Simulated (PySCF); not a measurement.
Frontier orbitals and the lowest excitations

Species: C₄H₈NP.
Geometry (GFN2-xTB, Å), atoms numbered from 1 in this order:
```xyz
14
C4H8NP angstrom
C      1.8484    0.3467    0.0125
C      0.6145   -0.4167    0.4703
N     -0.5864    0.0630   -0.1912
C     -1.7247   -0.8263   -0.1856
C     -0.7766    1.3494   -0.3726
P     -1.0033    2.8671   -0.6640
H      2.7358   -0.0684    0.4831
H      1.7671    1.3977    0.2800
H      1.9562    0.2754   -1.0675
H      0.7191   -1.4780    0.2211
H      0.5089   -0.3333    1.5633
H     -2.5371   -0.3745   -0.7517
H     -2.0747   -1.0290    0.8339
H     -1.4481   -1.7737   -0.6538
```

Computed, not measured: PySCF, TDDFT CAM-B3LYP/def2-SVPD, vertical, gas phase, core orbitals frozen in the response.

Frontier orbitals with the atoms that hold most of them (Löwdin shares over 4%, at most four atoms; ? is withheld):

| orbital | ε (eV) | atoms |
| --- | --- | --- |
| LUMO+2 | 1.50 | P6 30%, C5 20%, C4 12%, N3 9% |
| LUMO+1 | 1.01 | P6 18%, C5 14%, C4 13%, C2 12% |
| LUMO | ? | ? |
| HOMO | -6.91 | ? |
| HOMO-1 | -8.53 | C5 46%, P6 38%, N3 6% |
| HOMO-2 | -10.59 | N3 25%, C5 25%, P6 16%, C2 10% |
| HOMO-3 | -10.93 | P6 68%, C5 20%, N3 6% |

(1) Which atoms hold the HOMO, and with what shares?

(2) Which atoms hold the LUMO, and with what shares?

(3) What is the LUMO energy, and the HOMO–LUMO gap?

Answers

(1) P6 (bonded to C) 43%; C5 (bonded to N and P) 24%; N3 (bonded to 3 C) 22%.

(2) P6 (bonded to C) 53%; C5 (bonded to N and P) 31%; N3 (bonded to 3 C) 6%.

(3) ε(LUMO) = 0.36 eV; the gap is 7.27 eV (0.2670 hartree).

Task: The HOMO–LUMO gap is 7.27 eV. Where does the response calculation put the lowest singlet, and from which orbitals?

Result: S1 is at 3.11 eV (f = 0.0000), 4.15 eV below the gap, made of HOMO→LUMO (98%). Without the coupling terms of the response equations the lowest excitation would equal the gap.

Next come S2 at 4.54 eV (f 0.027), HOMO-1→LUMO (39%), HOMO→LUMO+1 (33%), HOMO→LUMO+2 (25%); S3 at 5.44 eV (f 0.0008), HOMO-1→LUMO+2 (51%), HOMO-1→LUMO+1 (45%); S4 at 5.46 eV (f 0.051), HOMO→LUMO+1 (50%), HOMO→LUMO+2 (31%), HOMO→LUMO+4 (8%); S5 at 6.43 eV (f 0.0069), HOMO→LUMO+3 (47%), HOMO→LUMO+4 (35%), HOMO→LUMO+2 (8%).

Time: 25 s wall; peak memory 0.83 GiB. Hardware: one thread, Arm Neoverse V2 (aarch64), shared host with 96 logical CPUs at a one-minute load of 24.

One conformer stands for the species.
